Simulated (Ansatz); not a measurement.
CsCl-type TlCl, treated with PBE (PAW; Ansatz, an electronic-structure program).

Settings: plane-wave cutoff 520 eV, 10×10×10 k mesh, Fermi–Dirac smearing 0.01 eV, scalar-relativistic PAW data made under PBE.

Results at a series of volumes:

```
V (Å³/atom)  E − E_lowest (meV/atom)  P (GPa)
-----------  -----------------------  -------
27.872                          8.38    1.605
28.465                          3.57    1.004
29.059                          0.86    0.473
29.652                          0.00    0.002
30.245                          0.78   -0.415
30.838                          3.01   -0.783
31.431                          6.53   -1.109
```

**Question.** Estimate the bulk modulus and its pressure derivative from these points.

**Answer.** V0 = 29.654 Å³/atom, B0 = 22.1 GPa, B′ = 5.1 (fit to the energies at full precision).

Measured, for comparison: equilibrium volume per atom 28.35 Å³/atom (temperature not stated, no zero-point or thermal correction; as tabulated in Wikipedia's data pages). Computed (rounded) less measured: equilibrium volume per atom +4.6 %.

Spin–orbit coupling is not included; it can shift volumes and moduli of such heavy elements.

Computed values are for the static lattice.
